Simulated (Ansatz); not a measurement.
The same path of BH₄O (6 atoms, charge 0, multiplicity 2) was run 3 times with different band settings. Lost on the way: B1–H2. Made: H2–O5.

Computed with UKS PBE0/def2-SVP (Ansatz).

Relaxed end points:

```xyz
6
Properties=species:S:1:pos:R:3
B 0.108 0.038 0.754
H 0.241 -1.232 0.511
H 0.789 0.760 0.071
H -0.886 -0.524 0.134
O -0.108 0.389 2.065
H -0.659 -0.232 2.551
```

```xyz
6
Properties=species:S:1:pos:R:3
B -0.208 -0.072 0.223
H 0.869 -0.653 1.972
H 0.775 0.457 -0.244
H -1.338 0.335 0.084
O 0.047 -0.159 1.843
H -0.660 -0.708 2.210
```

Common settings: spring 5.0 eV/Å²; optimiser quadratic models (default); start path through a guess of the saddle point; force threshold 0.03 eV/Å; iteration limit 60; end points relaxed.

| run | movable images | climbing image |
| --- | --- | --- |
| 1 | 7 | yes |
| 2 | 3 | yes |
| 3 | 8 | no |

(1) What does each run give, and how far can it be trusted?

## Answers

(1) Run 1: converged after 16 iterations, highest image 1.332 eV above the first end. A vibrational analysis at the climbing image gives one clearly imaginary mode, 1159i cm⁻¹: a first-order saddle point.
Run 2: converged after 15 iterations, highest image 1.332 eV above the first end. Another band between the same ends (7 images) ends at a top of the same energy, where a vibrational analysis finds 1 clearly imaginary mode. So few images can step over the top or miss a turn of the path.
Run 3: converged after 44 iterations, highest image 1.317 eV above the first end. No image climbed, so the highest image needn't sit at the top of the path.
